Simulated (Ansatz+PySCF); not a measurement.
Values are calculated unless marked as measured or tabulated.
**Several solutions for quintet N₂H₂**

```xyz
4

N     0.0000    0.0000   -0.1963
H     0.0000    0.0000    1.3739
N    30.0000    0.0000   -0.2879
H    30.0000    0.0000    2.0151
```

Basis set: 6-31G (spherical functions). Charge 0, multiplicity 5.

CASSCF(4,4) was run from several starts with Ansatz (development build ahead of 0.2.0) and PySCF 2.14.0. The starts are those of the Hartree–Fock orbitals from which the active space was taken at the frontier.

```csv
run,program,start,converged,energy (hartree),<S²>
A,PySCF,program defaults,yes,-109.59083,6.00
B,Ansatz,stability test followed,yes,-109.59083,6.00
C,Ansatz,"atomic start, no search",yes,-109.59083,6.00
D,Ansatz,search for the lowest state,yes,-109.62264,6.00
```

(1) Which runs reached the lowest solution of this kind, and what is wrong with the others?

Results:

(1) D reached the lowest solution found. Converged but too high: A by 0.87 eV, B by 0.87 eV, C by 0.87 eV. Convergence only shows a stationary point; in CASSCF the end hangs on which orbitals enter the active space. Caution: other starts end on other solutions of this active space.
